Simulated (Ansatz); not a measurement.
System: CHF₂, net charge 0, doublet state. It need not be the lowest isomer of its formula. 
Geometry from a B3LYP-D3(BJ)/def2-TZVP (Ansatz, a program for electronic structure) optimisation:
SMILES: F[CH]F
```xyz
4

C      0.0374     0.0032     0.5083
F     -0.0384     1.0965    -0.2444
F     -0.0849    -1.0976    -0.2269
H      0.8851    -0.0093     1.1920
```
Charge 0, spin multiplicity 2.

**Question.** Give the harmonic wavenumbers at B3LYP-D3(BJ)/def2-TZVP (Ansatz, finite differences of forces, unscaled).

**Answer.** 547, 995, 1170, 1178, 1331, 3111 cm⁻¹. Zero-point energy 11.9 kcal/mol.

**Question.** From these and the geometry, give the ideal-gas thermochemistry at 298.15 K and 1 atm (rigid rotor, harmonic oscillator).

**Answer.** Point group Cs, rotational symmetry number 1. Rotational constants 67.18, 10.95, 9.558 GHz. S(trans) 37.71, S(rot) 21.35, S(vib) 0.76, S(elec, spin only) 1.38, S 61.2 cal/(mol K). H(298) - H(0) 2.54 kcal/mol; G - E(el) -3.8 kcal/mol.
